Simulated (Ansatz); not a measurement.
Ansatz (a quantum-chemistry and plane-wave program) input (HF/3-21G): The .json file is the Basis Set Exchange's 3-21G.

Ansatz 0.2 input:
```yaml
crystal:
  periodic: [false, false, false]
  atoms:
    - {symbol: C, position_ang: [-0.02532157, 0.79659948, 0.00616620]}
    - {symbol: O, position_ang: [-0.00968659, -0.72153609, 0.05677689]}
    - {symbol: H, position_ang: [-1.07603513, 1.05857315, 0.06196596]}
    - {symbol: H, position_ang: [0.88071834, -1.11904627, 0.10703011]}
    - {symbol: H, position_ang: [0.51569145, 1.10272426, 0.89461166]}
    - {symbol: H, position_ang: [0.44963847, 1.10891103, -0.91835118]}
    - {symbol: H, position_ang: [-0.54059096, -1.15847037, -0.63646886]}
basis:
  gaussian:
    orbitals: 3-21G.json
hamiltonian:
  xc: {name: HF}
total_charge: 1
relax: {f_tol: 0.003, max_steps: 120}
```

Problem. Predict the final energy.

Solution. -114.72491 Eh.
